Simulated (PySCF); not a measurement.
# C3H7F: the cost of one run

Programs: PySCF 2.14.0, with density-fitted response routines of our own. Each step states its level of theory. These are calculated values for one molecule in the gas phase, unless marked as measured. Atoms are numbered from 0 throughout.

**1. The starting structure**

11 atoms, charge 0, multiplicity 1; geometry from: MMFF94s.

Bonds of the start (Å): C0–C1 1.52, C1–C2 1.52, C1–F3 1.36, C0–H4 1.09, C0–H5 1.09, C0–H6 1.09, C1–H7 1.09, C2–H8 1.09, C2–H9 1.09, C2–H10 1.09.

**2. Optimising the geometry at PBE0-D3(BJ)/def2-SVP**

What the job is given:

```
{"job": {"xc": "PBE0", "basis": "def2-SVP", "d3": "d3bj", "grid": 1, "kind": "geom"}, "charge": 0, "multiplicity": 1}
C     -1.184652    -0.447325     0.207983
C     -0.119529     0.546191    -0.213996
C      1.278269    -0.032283    -0.108368
F     -0.196269     1.628746     0.608828
H     -1.039014    -0.755591     1.248527
H     -1.173984    -1.337611    -0.427813
H     -2.175268     0.014528     0.147073
H     -0.309131     0.893500    -1.234470
H      1.500399    -0.327660     0.922351
H      1.399368    -0.903960    -0.758349
H      2.019811     0.721467    -0.391766
```

On the command line:

```bash
OMP_NUM_THREADS=1 python probes_run.py task.json out
```

The driver reads the jobs from task.json and runs them one after another.

Q: Estimate the wall time and peak memory of this first job on 1 thread of Arm Neoverse N1, shared host.

About 15 s, with a peak of 0.37 GiB.
